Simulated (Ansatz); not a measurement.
# Structure relaxation of Mo₃N

All numbers below come from DFT PBE, scalar-relativistic, plane waves, PAW in Ansatz 0.2.0. Cutoff 420 eV, Γ-centred k mesh, Gaussian smearing, no spin polarisation in the final step.

The start puts Mo₃N on the Cu3Au (L1_2) structure type (Pm-3m, No. 221), with N in place of Au, Mo in place of Cu, at a guessed volume.

```yaml
crystal:
  lattice:
    - [3.68576, 0.00000, 0.00000]
    - [0.00000, 3.68576, 0.00000]
    - [0.00000, 0.00000, 3.68576]
  atoms:
    - { symbol: Mo, position: [0.00000, 0.50000, 0.50000] }
    - { symbol: Mo, position: [0.50000, 0.00000, 0.50000] }
    - { symbol: Mo, position: [0.50000, 0.50000, 0.00000] }
    - { symbol: N, position: [0.00000, 0.00000, 0.00000] }
```

Cell and atoms relax at zero pressure; the relaxation can't lower the symmetry of the start. After a coarse first stage the cell is made exact in the group found at 0.06 Å.

The zero of energy is the elements' standard structures at the same level (N₂ as a molecule); no fitted shifts are applied.

(1) Describe the relaxed structure.

(2) What are its volume, energy, density and gap?

Answers

(1) It keeps Pm-3m (No. 221). The result has the Cu3Au (L1_2) structure. Conventional cell: a = 3.800 Å. Around Mo lie 4 N at 2.69 Å and 8 Mo at 2.69 Å; N is coordinated by 12 Mo at 2.69 Å.

```cif
data_structure
_symmetry_space_group_name_H-M 'Pm-3m'
_symmetry_Int_Tables_number 221
_cell_length_a 3.8001
_cell_length_b 3.8001
_cell_length_c 3.8001
_cell_angle_alpha 90.000
_cell_angle_beta 90.000
_cell_angle_gamma 90.000
_cell_volume 54.87
loop_
_atom_site_label
_atom_site_type_symbol
_atom_site_symmetry_multiplicity
_atom_site_Wyckoff_symbol
_atom_site_fract_x
_atom_site_fract_y
_atom_site_fract_z
_atom_site_occupancy
Mo1 Mo 3 c 0.00000 0.50000 0.50000 1
N1 N 1 a 0.00000 0.00000 0.00000 1
```

(2) The volume per atom is 13.72 Å³, the density is 9.13 g/cm³ and the energy over the elements is 1.12 eV/atom. The gap on the 12×12×12 mesh is 0 eV (a metal).

The final run used a 12×12×12 mesh on its 4-atom cell and 0.10 eV smearing. For metals, differences of a few meV/atom aren't resolved. Symmetry constrained the relaxation, so the result can be a saddle point. The steps took of the order of 50 core-seconds in all.

Cost: 3 runs of about 0.76 core-minutes in all, on Arm Neoverse V2 (shared hosts).